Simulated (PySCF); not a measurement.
Species: C3H5F2N.
Structure used (GFN2-xTB), in Å, numbered top down from 1:
```xyz
11
C3H5F2N angstrom
C      1.905   -0.047    0.171
N      0.536    0.092    0.538
C     -0.378   -0.045   -0.306
C     -1.808    0.107    0.129
F     -2.507   -1.023   -0.144
F     -2.414    1.098   -0.572
H      2.333   -0.839    0.786
H      2.060   -0.274   -0.891
H      2.415    0.881    0.431
H     -0.233   -0.275   -1.368
H     -1.903    0.328    1.202
```

PySCF closed-shell single points with density fitting, gas phase. The input was altered on purpose; the results of an altered input aren't properties of the species above.

**Question.** What comes out at BLYP/Sadlej pVTZ with: at most 95 cycles, all coordinates scaled by 0.9?

**Answer.** E = -371.5418 Eh; HOMO -5.86 eV, LUMO -0.84 eV (gap 5.02 eV), in 11 cycles. The distance C1···N2 goes from 1.424 to 1.281 Å, the nuclear repulsion from 237.32 to 263.69 Eh (it goes as one over the scale factor).

Coordinates of the altered input:
```
atom  x, y, z in Å
C1     1.7145   -0.0422    0.1536
N2     0.4828    0.0830    0.4839
C3    -0.3401   -0.0407   -0.2752
C4    -1.6272    0.0964    0.1162
F5    -2.2562   -0.9211   -0.1295
F6    -2.1725    0.9882   -0.5152
H7     2.0993   -0.7550    0.7072
H8     1.8536   -0.2467   -0.8019
H9     2.1731    0.7930    0.3877
H10   -0.2100   -0.2477   -1.2316
H11   -1.7124    0.2951    1.0814
```

The SCF part of the output:
```
final grid: 94688 points
cycle   1  E = -371.4200584466  dE =  2.038e+00  |g| = 7.638e-01  |ddm| = 9.416e+01
cycle   2  E = -371.2357415779  dE =  1.843e-01  |g| = 1.232e+00  |ddm| = 2.625e+01
cycle   3  E = -371.5306014282  dE = -2.949e-01  |g| = 2.280e-01  |ddm| = 8.286e+00
cycle   4  E = -371.5407310838  dE = -1.013e-02  |g| = 7.143e-02  |ddm| = 1.854e+00
cycle   5  E = -371.5416559204  dE = -9.248e-04  |g| = 2.364e-02  |ddm| = 8.592e-01
cycle   6  E = -371.5417622136  dE = -1.063e-04  |g| = 5.527e-03  |ddm| = 1.837e-01
cycle   7  E = -371.5417689077  dE = -6.694e-06  |g| = 9.365e-04  |ddm| = 6.456e-02
cycle   8  E = -371.5417690980  dE = -1.903e-07  |g| = 3.218e-04  |ddm| = 1.703e-02
cycle   9  E = -371.5417691213  dE = -2.332e-08  |g| = 6.891e-05  |ddm| = 3.735e-03
cycle  10  E = -371.5417691224  dE = -1.079e-09  |g| = 8.986e-06  |ddm| = 9.980e-04
cycle  11  E = -371.5417691224  dE = -1.637e-11  |g| = 4.466e-06  |ddm| = 1.286e-04
converged SCF energy = -371.5417691224
```
